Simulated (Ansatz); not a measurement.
Elements on the sites of an ideal rock salt lattice, at a guessed lattice constant:

```
Li K Br Rb Ag
1.0
    -5.99620   -5.99620    0.00000
     0.00000    5.99620    5.99620
    -5.99620    5.99620   -5.99620
Li K Br Rb Ag
1 2 12 7 2
Direct
  0.00000 0.50000 0.00000
  0.83333 0.16667 0.66667
  0.33333 0.16667 0.66667
  0.16667 0.33333 0.83333
  0.66667 0.33333 0.83333
  0.50000 0.50000 0.50000
  0.00000 0.50000 0.50000
  0.33333 0.66667 0.16667
  0.83333 0.66667 0.16667
  0.16667 0.83333 0.83333
  0.66667 0.83333 0.83333
  0.50000 0.00000 0.50000
  0.00000 0.00000 0.50000
  0.33333 0.16667 0.16667
  0.83333 0.16667 0.16667
  0.50000 0.00000 0.00000
  0.66667 0.33333 0.33333
  0.16667 0.33333 0.33333
  0.50000 0.50000 0.00000
  0.83333 0.66667 0.66667
  0.33333 0.66667 0.66667
  0.16667 0.83333 0.33333
  0.00000 0.00000 0.00000
  0.66667 0.83333 0.33333
```

Cell and atoms were relaxed without symmetry on coarser meshes and computed once more. Method: DFT PBE, scalar-relativistic, plane waves, PAW (Ansatz 0.2.0).

Cutoff 420 eV; k points 3×4×3 on the computed 24-atom cell (Γ-centred); Gaussian smearing, width 0.02 eV; no spin polarisation.

The relaxation ran on 2×2×2 (shifted) k points with a smearing of 0.1 eV, from sites shaken by 0.02 Å.

What does the relaxation give?

A volume of 38.83 Å³/atom and a gap on the mesh of 2.87 eV. It lies 1.48 eV/atom below the elements' standard states (static lattices, no corrections for gases). The atoms leave their sites by 0.52 Å (root mean square) and 1.29 Å at most, and the cell stretches by up to 2.0 % at fixed volume, so the lattice hasn't survived.

```
CELL_PARAMETERS angstrom
-6.62632 -6.83198 -0.07585
-0.01228 6.92010 6.88976
-6.67378 6.80360 -6.76098
ATOMIC_POSITIONS crystal
Li 0.99522 0.48773 0.89006
K 0.82571 0.16477 0.66152
K 0.30154 0.14902 0.69931
Br 0.14904 0.35380 0.83484
Br 0.69157 0.34134 0.84600
Br 0.47284 0.44581 0.52552
Br 0.99669 0.49376 0.50065
Br 0.42221 0.71363 0.21597
Br 0.83832 0.67945 0.16724
Br 0.15317 0.77938 0.84231
Br 0.73407 0.87083 0.85976
Br 0.47858 0.02393 0.52934
Br 0.94024 0.97743 0.47535
Br 0.27589 0.13839 0.13337
Br 0.84211 0.16897 0.16203
Rb 0.49696 0.98801 0.00400
Rb 0.65370 0.32515 0.33219
Rb 0.17384 0.33901 0.33113
Rb 0.49774 0.51155 0.00223
Rb 0.82854 0.66555 0.66226
Rb 0.35875 0.67561 0.65546
Rb 0.17330 0.83676 0.33480
Ag 0.94073 0.97401 0.05968
Ag 0.74188 0.87352 0.28325
```

An odd mesh misses points on the zone edge, so a gap read on it can be too wide.

Cost: 2 runs of about 25 core-minutes in all (earlier runs that led there not counted), on Arm Neoverse V1 (shared hosts).